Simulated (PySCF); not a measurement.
**Curvature of the energy in the electron number along group 14**

Calculated with PySCF 2.14, in def2-TZVP, non-relativistic, def2-TZVP with the def2 core potential (28 electrons), ECP, def2-TZVP with the def2 core potential (60 electrons), ECP: one orbital is emptied in steps, and each cell gives the departure of E from the straight line at half an electron, in eV (from a cubic fit). The exact functional gives zero.

```csv
species,orbital,LDA,PBE,r2SCAN,PBE0,BHandHLYP,LC-wPBE,wB97X,UHF
C,2p alpha,-1.44,-1.40,-1.28,-0.98,-0.58,-0.26,-0.32,0.26
Si,3p alpha,-0.94,-0.91,-0.84,-0.65,-0.41,-0.02,-0.08,0.13
Ge,4p alpha,-0.93,-0.90,-0.83,-0.64,-0.42,-0.02,-0.10,0.11
Sn,5p alpha,-0.83,-0.80,-0.74,-0.57,-0.38,0.01,-0.07,0.10
Pb,6p alpha,-0.81,-0.78,-0.71,-0.56,-0.37,0.01,-0.06,0.09
```

Question: How does the mean departure depend on the functional?

Answer: LDA -0.99 eV; PBE -0.96 eV; r2SCAN -0.88 eV; PBE0 -0.68 eV; BHandHLYP -0.43 eV; LC-wPBE -0.05 eV; wB97X -0.12 eV; UHF 0.14 eV. Semilocal functionals are convex (delocalisation error), Hartree-Fock is concave or straight, and exact exchange removes curvature roughly in proportion to its share, so among the functionals the range-separated hybrids usually come closest to zero.

No spin-orbit coupling is included.
